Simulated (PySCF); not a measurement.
Consider `COCF` (C2H5FO). Atom numbers as in the mapped SMILES `[CH3:1][O:2][CH2:3][F:4]`.

Energies: M06-2X/def2-TZVP (PySCF, density fitting, integration grid level 3) on PBE0-D3(BJ)/def2-SVP structures. Zero-point and thermal terms (298.15 K, 1 bar) come from unscaled PBE0-D3(BJ)/def2-SVP harmonic frequencies, with soft modes damped to free rotors in the entropy.

Question: Rank these bonds by dissociation enthalpy, weakest first.
A. O2–C3
B. C1–O2
C. C1–H
D. C3–F4

Answer: B (350 kJ/mol), A (396 kJ/mol), C (407 kJ/mol), D (488 kJ/mol).

Not ranked, since the method can't order them against a listed neighbour: C3–H (408 kJ/mol).

Question: For C3–F4, what are ΔE (electronic) and ΔG(298 K) of the homolysis?

Answer: ΔE = 502 and ΔG = 444 kJ/mol, beside ΔH = 488 kJ/mol. The radicals are `[CH2]OC` and F•.

Known limits: the order of C1–H and C3–H is undecided: the gaps lie inside the method's error (some 10 kJ/mol, one structure a species).
